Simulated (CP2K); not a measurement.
# C2H4F2 (1,2-difluoroethane): a chain of runs

We compute a series of 8 runs (MP2/6-31G*, UMP2/6-31G*) of C2H4F2. The setting varied is the cutoff. 

The calculation is run with CP2K 2026.2.

6 further runs of the same task are left out: 2 that didn't finish, 4 set aside as unsound or not needed.

### 1 The molecule

C2H4F2 has 8 atoms, charge 0, and is taken as a singlet. SMILES: `FCCF`. Geometry: relaxed at GFN2-xTB. This is one conformer, not always the lowest.

Bond lengths: F1–C2 1.370 Å, C2–C3 1.522 Å, C3–F4 1.370 Å, C2–H5 1.094 Å, C2–H6 1.094 Å, C3–H7 1.094 Å, C3–H8 1.094 Å. Some angles: F1–C2–C3 110.9°, C2–C3–F4 110.9°, F1–C2–H5 107.2°, F1–C2–H6 106.7°, C3–C2–H5 110.7°, C3–C2–H6 110.5°, C2–C3–H7 110.5°, C2–C3–H8 110.7°, F4–C3–H7 106.7°, F4–C3–H8 107.2°.

### 2 The energy at MP2/6-31G(d) (spherical functions) (run 1)

Input file qs.inp:

```
&GLOBAL
    PROJECT qs
    RUN_TYPE ENERGY
    PRINT_LEVEL MEDIUM
&END GLOBAL

&FORCE_EVAL
    METHOD QS
    &DFT
        BASIS_SET_FILE_NAME ./6_31gs.basis
        POTENTIAL_FILE_NAME POTENTIAL
        CHARGE 0
        MULTIPLICITY 1
        ! Quickstep
        &QS
            METHOD GAPW
            EPS_DEFAULT 1.0E-10
        &END QS
        &MGRID
            CUTOFF 200
            REL_CUTOFF 50
            NGRIDS 4
        &END MGRID
        &POISSON
            PERIODIC NONE
            POISSON_SOLVER MULTIPOLE
        &END POISSON
        &SCF
            SCF_GUESS ATOMIC
            EPS_SCF 1.0E-06
            MAX_SCF 80
            ADDED_MOS 5
            &DIAGONALIZATION
                ALGORITHM STANDARD
            &END DIAGONALIZATION
            &MIXING
                METHOD DIRECT_P_MIXING
                ALPHA 0.4
            &END MIXING
        &END SCF
        ! exchange and correlation
        &XC
            &XC_FUNCTIONAL NONE
            &END XC_FUNCTIONAL
            &HF
                FRACTION 1
                &SCREENING
                    EPS_SCHWARZ 1.0E-09
                    SCREEN_ON_INITIAL_P F
                &END SCREENING
                &INTERACTION_POTENTIAL
                    POTENTIAL_TYPE COULOMB
                &END INTERACTION_POTENTIAL
                &MEMORY
                    MAX_MEMORY 1750
                &END MEMORY
            &END HF
            ! correlation from orbitals
            &WF_CORRELATION
                &MP2
                    METHOD DIRECT_CANONICAL
                &END MP2
                MEMORY 1500
            &END WF_CORRELATION
        &END XC
        ! extra output
        &PRINT
            &MOMENTS
                PERIODIC F
                REFERENCE COM
                MAX_MOMENT 1
            &END MOMENTS
            &MO ON
                ENERGIES T
                OCCUPATION_NUMBERS T
                NDIGITS 6
                &EACH
                    QS_SCF 0
                &END EACH
                ADD_LAST NUMERIC
            &END MO
            &HIRSHFELD OFF
            &END HIRSHFELD
        &END PRINT
    &END DFT
    ! atoms, cell and kinds
    &SUBSYS
        &CELL
            ABC [angstrom] 9.5 9.7 9.3
            PERIODIC NONE
        &END CELL
        &COORD
            F     -1.221780     0.783890     0.996950
            C     -0.115990     0.729930     0.189560
            C      0.221720    -0.709370    -0.173280
            F     -0.499280    -1.120310    -1.263420
            H     -0.342810     1.312140    -0.708750
            H      0.705410     1.186380     0.749850
            H      1.278350    -0.798260    -0.442710
            H     -0.025620    -1.384410     0.651800
        &END COORD
        &TOPOLOGY
            &CENTER_COORDINATES
            &END CENTER_COORDINATES
        &END TOPOLOGY
        &KIND F
            BASIS_SET 6-31Gs
            POTENTIAL ALL
        &END KIND
        &KIND C
            BASIS_SET 6-31Gs
            POTENTIAL ALL
        &END KIND
        &KIND H
            BASIS_SET 6-31Gs
            POTENTIAL ALL
        &END KIND
    &END SUBSYS
&END FORCE_EVAL
```

Started as:

```bash
OMP_NUM_THREADS=2 cp2k.psmp -i qs.inp -o qs.out
```

The program printed:

```text
CP2K| version string:                                       CP2K version 2026.2
[...]
 GLOBAL| Method name                                                        CP2K
[...]
 GLOBAL| Run type                                                         ENERGY
[...]
 DFT| Spin restricted Kohn-Sham (RKS) calculation                            RKS
 DFT| Multiplicity                                                             1
[...]
 DFT| Charge                                                                   0
[...]
 QS| Method:                                                                GAPW
[...]
 QS| Density cutoff [a.u.]:                                                100.0
[...]
 QS| Relative density cutoff [a.u.]:                                        25.0
[...]
                             - Atoms:                                          8
[...]
                             - Spherical basis functions:                     64
[...]
 Number of electrons:                                                         34
[...]
     1 P_Mix/Diag. 0.40E+00    1.0     0.43332276      -277.6908795508 -2.78E+02
[...]
    13 DIIS/Diag.  0.23E-05    0.1     0.00000071      -276.9152708628 -4.48E-11
  *** SCF run converged in    13 steps ***
[...]
  Overlap energy of the core charge distribution:               0.00000323250611
  Self energy of the core charge distribution:               -272.99416844317636
  Core Hamiltonian energy:                                    -21.92953256698666
  Hartree energy:                                              65.49314344851764
  Exchange-correlation energy:                                  0.00000000000000
  Hartree-Fock Exchange energy:                               -32.01935956079346
[...]
 ENERGY| Total FORCE_EVAL ( QS ) energy [hartree]           -277.514546960100574
[...]
```

It took 4.2 s on 2 threads of Arm Neoverse V1, shared host; peak memory 0.49 GiB.

### 3 The doublet cation: the energy at UMP2/6-31G(d) (spherical functions) (run 2)

Input file mol.inp:

```
&GLOBAL
  PROJECT mol
  RUN_TYPE ENERGY
  PRINT_LEVEL MEDIUM
&END GLOBAL
&FORCE_EVAL
  METHOD QS
  &DFT
    BASIS_SET_FILE_NAME ./6_31gs.basis
    POTENTIAL_FILE_NAME POTENTIAL
    CHARGE 1
    MULTIPLICITY 2
    LSD T
    ! Quickstep
    &QS
      METHOD GAPW
      EPS_DEFAULT 1.0E-10
    &END QS
    ! plane-wave cutoff in Ry
    &MGRID
      CUTOFF 200
      REL_CUTOFF 50
      NGRIDS 4
    &END MGRID
    ! no periodic images
    &POISSON
      PERIODIC NONE
      POISSON_SOLVER MULTIPOLE
    &END POISSON
    &SCF
      SCF_GUESS ATOMIC
      EPS_SCF 1.0E-06
      MAX_SCF 40
      &OT ON
        MINIMIZER DIIS
        PRECONDITIONER FULL_SINGLE_INVERSE
      &END OT
      &OUTER_SCF
        EPS_SCF 1.0E-06
        MAX_SCF 8
      &END OUTER_SCF
    &END SCF
    &XC
      &XC_FUNCTIONAL NONE
      &END XC_FUNCTIONAL
      &HF
        FRACTION 1
        &SCREENING
          EPS_SCHWARZ 1.0E-09
          SCREEN_ON_INITIAL_P F
        &END SCREENING
        &INTERACTION_POTENTIAL
          POTENTIAL_TYPE COULOMB
        &END INTERACTION_POTENTIAL
        &MEMORY
          MAX_MEMORY 1750
        &END MEMORY
      &END HF
      &WF_CORRELATION
        &MP2
          METHOD DIRECT_CANONICAL
        &END MP2
        MEMORY 1500
      &END WF_CORRELATION
    &END XC
    ! extra output
    &PRINT
      &MOMENTS
        PERIODIC F
        REFERENCE COM
        MAX_MOMENT 1
      &END MOMENTS
      &MO_CUBES
        NLUMO 5
        NHOMO -1
        WRITE_CUBE F
      &END MO_CUBES
      &HIRSHFELD OFF
      &END HIRSHFELD
    &END PRINT
  &END DFT
  ! atoms, cell and kinds
  &SUBSYS
    ! box in angstrom
    &CELL
      ABC [angstrom] 9.5 9.7 9.3
      PERIODIC NONE
    &END CELL
    &COORD
      F     -1.221780     0.783890     0.996950
      C     -0.115990     0.729930     0.189560
      C      0.221720    -0.709370    -0.173280
      F     -0.499280    -1.120310    -1.263420
      H     -0.342810     1.312140    -0.708750
      H      0.705410     1.186380     0.749850
      H      1.278350    -0.798260    -0.442710
      H     -0.025620    -1.384410     0.651800
    &END COORD
    &TOPOLOGY
      &CENTER_COORDINATES
      &END CENTER_COORDINATES
    &END TOPOLOGY
    &KIND F
      BASIS_SET 6-31Gs
      POTENTIAL ALL
    &END KIND
    &KIND C
      BASIS_SET 6-31Gs
      POTENTIAL ALL
    &END KIND
    &KIND H
      BASIS_SET 6-31Gs
      POTENTIAL ALL
    &END KIND
  &END SUBSYS
&END FORCE_EVAL
```

Started as:

```bash
OMP_NUM_THREADS=2 cp2k.psmp -i mol.inp -o mol.out
```

The program printed:

```text
CP2K| version string:                                       CP2K version 2026.2
 CP2K| Input file name                                                   mol.inp

[... 305 lines left out ...]
  Decoupling Energy:                                               0.0971446518
[... 257 lines left out ...]
  Decoupling Energy:                                               0.0923596562
[... 257 lines left out ...]
  Decoupling Energy:                                               0.0924735726
[... 257 lines left out ...]
  Decoupling Energy:                                               0.0924762929
[... 264 lines left out ...]
  outer SCF loop FAILED to converge after    9 iterations or  360 steps
[... 5 lines left out ...]
 *  \___/     SCF run NOT converged. To continue the calculation regardless,   *
 *    |             please set the keyword IGNORE_CONVERGENCE_FAILURE.         *
[... 5 lines left out ...]
 ===== Routine Calling Stack =====

            3 scf_env_do_scf
            2 qs_energies
            1 CP2K

Program received signal SIGABRT: Process abort signal.
```

Wall time 62 s (2 threads of Arm Neoverse V1, shared host); peak memory 0.5 GiB.

No converged result was reached.

Runs 3 to 4 aren't shown in full; the table further down has their settings and results.

### 4 The energy at MP2/6-31G(d) (spherical functions) (run 5)

Input file gas.inp:

```
&GLOBAL
  PROJECT gas
  RUN_TYPE ENERGY
  PRINT_LEVEL MEDIUM
&END

&FORCE_EVAL
  METHOD Quickstep
  &DFT
    BASIS_SET_FILE_NAME ./6_31gs.basis
    POTENTIAL_FILE_NAME POTENTIAL
    &QS
      METHOD GAPW
      EPS_DEFAULT 1.0E-10
    &END
    &MGRID
      CUTOFF 400
      REL_CUTOFF 50
      NGRIDS 4
    &END
    &POISSON
      PERIODIC NONE
      POISSON_SOLVER MULTIPOLE
    &END
    &SCF
      SCF_GUESS ATOMIC
      EPS_SCF 1.0E-06
      MAX_SCF 80
      ADDED_MOS 5
      &DIAGONALIZATION
        ALGORITHM STANDARD
      &END
      &MIXING
        METHOD DIRECT_P_MIXING
        ALPHA 0.4
      &END
    &END
    &XC
      &XC_FUNCTIONAL NONE
      &END
      &HF
        FRACTION 1
        &SCREENING
          EPS_SCHWARZ 1.0E-09
        &END
        &MEMORY
          MAX_MEMORY 1750
        &END
      &END
      &WF_CORRELATION
        &MP2
          METHOD DIRECT_CANONICAL
        &END
        MEMORY 1500
      &END
    &END
    &PRINT
      &MOMENTS
        PERIODIC F
        REFERENCE COM
        MAX_MOMENT 1
      &END
      &MO ON
        ENERGIES T
        OCCUPATION_NUMBERS T
        NDIGITS 6
        &EACH
          QS_SCF 0
        &END
        ADD_LAST NUMERIC
      &END
      &HIRSHFELD OFF
      &END
    &END
  &END
  &SUBSYS
    &CELL
      ABC 9.5 9.7 9.3
      PERIODIC NONE
    &END
    &COORD
      F     -1.221780     0.783890     0.996950
      C     -0.115990     0.729930     0.189560
      C      0.221720    -0.709370    -0.173280
      F     -0.499280    -1.120310    -1.263420
      H     -0.342810     1.312140    -0.708750
      H      0.705410     1.186380     0.749850
      H      1.278350    -0.798260    -0.442710
      H     -0.025620    -1.384410     0.651800
    &END
    &TOPOLOGY
      &CENTER_COORDINATES
      &END
    &END
    &KIND F
      BASIS_SET 6-31Gs
      POTENTIAL ALL
    &END
    &KIND C
      BASIS_SET 6-31Gs
      POTENTIAL ALL
    &END
    &KIND H
      BASIS_SET 6-31Gs
      POTENTIAL ALL
    &END
  &END
&END
```

Started as:

```bash
OMP_NUM_THREADS=2 cp2k.psmp -i gas.inp > gas.out 2>&1
```

The program printed:

```text
CP2K| version string:                                       CP2K version 2026.2
[...]
 GLOBAL| Method name                                                        CP2K
[...]
 GLOBAL| Run type                                                         ENERGY
[...]
 DFT| Spin restricted Kohn-Sham (RKS) calculation                            RKS
 DFT| Multiplicity                                                             1
[...]
 DFT| Charge                                                                   0
[...]
 QS| Method:                                                                GAPW
[...]
 QS| Density cutoff [a.u.]:                                                200.0
[...]
 QS| Relative density cutoff [a.u.]:                                        25.0
[...]
                             - Atoms:                                          8
[...]
                             - Spherical basis functions:                     64
[...]
 Number of electrons:                                                         34
[...]
     1 P_Mix/Diag. 0.40E+00    1.2     0.43332179      -277.6912428011 -2.78E+02
[...]
    13 DIIS/Diag.  0.23E-05    0.3     0.00000071      -276.9156156640 -4.47E-11
  *** SCF run converged in    13 steps ***
[...]
  Overlap energy of the core charge distribution:               0.00000323250611
  Self energy of the core charge distribution:               -272.99416844317636
  Core Hamiltonian energy:                                    -21.92976561957426
  Hartree energy:                                              65.49314500391964
  Exchange-correlation energy:                                  0.00000000000000
  Hartree-Fock Exchange energy:                               -32.01932582305681
[...]
 ENERGY| Total FORCE_EVAL ( QS ) energy [hartree]           -277.514895004409425
[...]
```

It took 7.8 s on 2 threads of Arm Neoverse V1, shared host; peak memory 0.85 GiB.

Runs 6 to 7 aren't shown in full; the table further down has their settings and results.

### 5 The doublet cation: a single-point energy at UMP2/6-31G(d) (spherical functions) (run 8)

Input file qs.inp:

```
&GLOBAL
    PROJECT_NAME qs
    RUN_TYPE ENERGY
    PRINT_LEVEL MEDIUM
&END GLOBAL

&FORCE_EVAL
    METHOD QUICKSTEP
    &DFT
        BASIS_SET_FILE_NAME ./6_31gs.basis
        POTENTIAL_FILE_NAME POTENTIAL
        CHARGE 1
        MULTIPLICITY 2
        UKS T
        # Quickstep
        &QS
            METHOD GAPW
            EPS_DEFAULT 1.0E-10
        &END QS
        &MGRID
            CUTOFF 550
            REL_CUTOFF 50
            NGRIDS 4
        &END MGRID
        &POISSON
            PERIODIC NONE
            POISSON_SOLVER MULTIPOLE
        &END POISSON
        # self-consistent field
        &SCF
            SCF_GUESS ATOMIC
            EPS_SCF 1.0E-06
            MAX_SCF 40
            &OT
                MINIMIZER DIIS
                PRECONDITIONER FULL_SINGLE_INVERSE
            &END OT
            &OUTER_SCF
                EPS_SCF 1.0E-06
                MAX_SCF 8
            &END OUTER_SCF
        &END SCF
        &XC
            &XC_FUNCTIONAL NONE
            &END XC_FUNCTIONAL
            &HF
                FRACTION 1
                &SCREENING
                    EPS_SCHWARZ 1.0E-09
                &END SCREENING
                &MEMORY
                    MAX_MEMORY 1750
                &END MEMORY
            &END HF
            &WF_CORRELATION
                &MP2
                    METHOD DIRECT_CANONICAL
                &END MP2
                MEMORY 1500
            &END WF_CORRELATION
        &END XC
        # extra output
        &PRINT
            &MOMENTS
                PERIODIC F
                REFERENCE COM
                MAX_MOMENT 1
            &END MOMENTS
            &MO_CUBES
                NLUMO 5
                NHOMO -1
                WRITE_CUBE F
            &END MO_CUBES
            &HIRSHFELD OFF
            &END HIRSHFELD
        &END PRINT
    &END DFT
    &SUBSYS
        &CELL
            ABC 9.5 9.7 9.3
            PERIODIC NONE
        &END CELL
        &COORD
            F     -1.221780     0.783890     0.996950
            C     -0.115990     0.729930     0.189560
            C      0.221720    -0.709370    -0.173280
            F     -0.499280    -1.120310    -1.263420
            H     -0.342810     1.312140    -0.708750
            H      0.705410     1.186380     0.749850
            H      1.278350    -0.798260    -0.442710
            H     -0.025620    -1.384410     0.651800
        &END COORD
        &TOPOLOGY
            &CENTER_COORDINATES
            &END CENTER_COORDINATES
        &END TOPOLOGY
        &KIND F
            BASIS_SET 6-31Gs
            POTENTIAL ALL
        &END KIND
        &KIND C
            BASIS_SET 6-31Gs
            POTENTIAL ALL
        &END KIND
        &KIND H
            BASIS_SET 6-31Gs
            POTENTIAL ALL
        &END KIND
    &END SUBSYS
&END FORCE_EVAL
```

Started as:

```bash
OMP_NUM_THREADS=2 cp2k.psmp -i qs.inp -o qs.out
```

The program printed:

```text
CP2K| version string:                                       CP2K version 2026.2
 CP2K| Input file name                                                    qs.inp

[... 305 lines left out ...]
  Decoupling Energy:                                               0.0971447196
[... 257 lines left out ...]
  Decoupling Energy:                                               0.0923727596
[... 257 lines left out ...]
  Decoupling Energy:                                               0.0924755512
[... 257 lines left out ...]
  Decoupling Energy:                                               0.0924771717
[... 264 lines left out ...]
  outer SCF loop FAILED to converge after    9 iterations or  360 steps
[... 5 lines left out ...]
 *  \___/     SCF run NOT converged. To continue the calculation regardless,   *
 *    |             please set the keyword IGNORE_CONVERGENCE_FAILURE.         *
[... 5 lines left out ...]
 ===== Routine Calling Stack =====

            3 scf_env_do_scf
            2 qs_energies
            1 CP2K

Program received signal SIGABRT: Process abort signal.
```

It took 5.1 min on 2 threads of Arm Neoverse V1, shared host; peak memory 1.2 GiB.

The run stopped without converging.

### 6 The series

| run | level | cutoff | iteration cap | partner | energy (Eh) | wall time |
| --- | --- | --- | --- | --- | --- | --- |
| 1 | MP2/6-31G* (spherical functions) | 200 | 80 | base | -277.514547 | 4.2 s |
| 2 | UMP2/6-31G* (spherical functions) | 200 | 40 | cation | not converged | 62 s |
| 3 | MP2/6-31G* (spherical functions) | 280 | 80 | base | -277.514900 | 5.1 s |
| 4 | UMP2/6-31G* (spherical functions) | 280 | 40 | cation | not converged | 86 s |
| 5 | MP2/6-31G* (spherical functions) | 400 | 80 | base | -277.514895 | 7.8 s |
| 6 | UMP2/6-31G* (spherical functions) | 400 | 40 | cation | not converged | 3.3 min |
| 7 | MP2/6-31G* (spherical functions) | 550 | 80 | base | -277.514895 | 10 s |
| 8 | UMP2/6-31G* (spherical functions) | 550 | 40 | cation | not converged | 5.1 min |

Convergence of the total energy of singlet C2H4F2 with the cutoff, against the last point:

| cutoff | from the last (mEh) | wall time |
| --- | --- | --- |
| 200 Ry | +0.348 | 4.2 s |
| 280 Ry | -0.004 | 5.1 s |
| 400 Ry | +0.000 | 7.8 s |
| 550 Ry | +0.000 | 10 s |

Convergence of the dipole moment (of the density that the program reports) of singlet C2H4F2 with the cutoff, against the last point:

| cutoff | from the last (D) | wall time |
| --- | --- | --- |
| 200 Ry | -0.0001 | 4.2 s |
| 280 Ry | +0.0000 | 5.1 s |
| 400 Ry | +0.0000 | 7.8 s |
| 550 Ry | +0.0000 | 10 s |

### 7 Summary of results

| quantity | value |
| --- | --- |
| run 7, MP2/6-31G*: total energy | -277.51490 Eh |
| run 7, MP2/6-31G*: dipole moment (of the density that the program reports) | 2.56 D |
| run 7, MP2/6-31G*: HOMO energy (Hartree–Fock orbitals) | -13.60 eV |
| run 7, MP2/6-31G*: LUMO energy (Hartree–Fock orbitals) | 6.62 eV |
| run 7, MP2/6-31G*: HOMO–LUMO gap (Hartree–Fock orbitals) | 20.22 eV |
| run 7, MP2/6-31G*: correlation energy | -599.3 mEh |

What this shows: For the total energy of singlet C2H4F2 to stay within 0.1 mEh of the last point, 280 Ry is the first point of the series from which all later ones do (5.1 s against 10 s). Over the runs the total energy spans 0.010 eV. All runs together took 11 min, the longest 5.1 min. 4 of the 8 runs did not end normally.
